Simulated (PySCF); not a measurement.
**Orbital energies and ionisation energy**

2-sulfanylacetonitrile, C2H3NS.
Cartesian coordinates in Å at the PBE0-D3(BJ)/def2-SVP level; atoms count from 1:
```xyz
7
C2H3NS angstrom
N      1.8134   -1.4353   -0.1551
C      0.7661   -0.9464   -0.0975
C     -0.5370   -0.3066   -0.0030
S     -0.5360    1.4382   -0.5305
H     -1.2432   -0.8182   -0.6746
H     -0.9277   -0.4085    1.0206
H      0.2748    1.8816    0.4543
```

Level: CAM-B3LYP/def2-SVPD (PySCF). Frontier orbitals with their largest atomic shares (Löwdin; up to four atoms above 4 %):

| orbital | ε (eV) | main atoms |
| --- | --- | --- |
| HOMO−3 | -12.10 | N1 62 %, C2 16 %, S4 12 %, C3 5 % |
| HOMO−2 | -11.24 | N1 47 %, C2 36 %, C3 9 %, H5 4 % |
| HOMO−1 | -11.00 | N1 36 %, C2 27 %, S4 23 %, C3 9 % |
| HOMO | -9.13 | ? |
| LUMO | 0.36 | S4 52 %, C3 14 %, C2 12 %, H7 9 % |
| LUMO+1 | 0.49 | S4 47 %, C3 13 %, H7 12 %, C2 10 % |
| LUMO+2 | 1.41 | S4 40 %, C2 14 %, N1 13 %, H5 12 % |

Question: What vertical ionisation energy does ΔSCF give, and how far is −ε(HOMO) from it?

Answer: ΔSCF: 10.27 eV (991 kJ/mol; threshold wavelength 121 nm); ⟨S²⟩ of the doublet left behind is 0.754, against 0.75 for a pure doublet. −ε(HOMO) is 9.13 eV, 1.14 eV below it. In exact Kohn–Sham theory the two would be equal; CAM-B3LYP (range-separated hybrid) falls short of its own ΔSCF value by 11 %.

Question: On which atoms does the HOMO lie?

Answer: S4 (thiol sulfur) 77 %, C3 (sp3 carbon bound to sulfur) 10 %, H7 (S–H hydrogen) 6 %, so more than half of it is on one atom. The HOMO−1 lies 1.87 eV lower.

Question: How many of the 10 lowest singlet excitations (vertical TDDFT, same level) lie below the ionisation energy?

Answer: All 10; they run from 5.47 to 8.42 eV.

Question: What kinetic energy would electrons from this vertical process carry with He II light (40.814 eV)?

Answer: 40.81 − 10.27 = 30.54 eV.

Question: With α = 49.1 au, estimate the like-pair dispersion coefficient by London's formula C6 = (3/4)α²I.

Answer: I = 0.3775 Eh, so C6 ≈ 682 au, a rough estimate.

Question: Shift the occupied levels rigidly so that −ε(HOMO) equals the ΔSCF value. What binding energies result?

Answer: The shift is +1.14 eV: HOMO 10.27, HOMO−1 12.14, HOMO−2 12.38, HOMO−3 13.24 eV. A rigid shift is only a rough guide to the deeper ionisations.

One conformer (not necessarily the lowest) at the PBE0-D3(BJ)/def2-SVP geometry, without solvent, vibrations or thermal averaging.
